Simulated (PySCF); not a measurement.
Gas-phase reaction: 2 AlHCl2 + H2O → AlCl2OH + AlH + 2 HCl

Method: PySCF energies plus ideal-gas RRHO corrections (1 bar). † marks an energy on the PBE0/def2-TZVP geometry and frequencies; other levels use their own. 6-31G* has spherical d functions here. All species are closed-shell singlets. AlHCl2, AlCl2OH: computed as isolated molecules; such fragments, hydroxides, amides, oligomers or adducts are transient or little studied in the gas. The harmonic model lacks anharmonicity and excited electronic states, which grow with temperature; levels with a mode under 35 cm⁻¹ are left out.

ΔH° and ΔS° at 298 K: HF/6-31G* 311 kJ, 119 J/K; HF/def2-TZVP† 298 kJ, 118 J/K; M06-2X/def2-TZVP† 297 kJ, 118 J/K; PBE/def2-TZVP† 294 kJ, 118 J/K; PBE0/def2-SVP† 315 kJ, 118 J/K.

**Question.** With the heat capacities included, give log10 K (1 bar) at 600, 1000, 1200, 1800, 2000 K from HF/6-31G*, HF/def2-TZVP†, M06-2X/def2-TZVP†, PBE/def2-TZVP†, PBE0/def2-SVP†.

**Answer.** 
| T (K) | HF/6-31G* | HF/def2-TZVP† | M06-2X/def2-TZVP† | PBE/def2-TZVP† | PBE0/def2-SVP† |
|---|---|---|---|---|---|
| 600 | -20.8 | -19.6 | -19.6 | -19.3 | -21.1 |
| 1000 | -9.8 | -9.2 | -9.2 | -9.0 | -10.1 |
| 1200 | -7.1 | -6.6 | -6.5 | -6.4 | -7.3 |
| 1800 | -2.5 | -2.2 | -2.2 | -2.1 | -2.7 |
| 2000 | -1.6 | -1.4 | -1.3 | -1.3 | -1.8 |
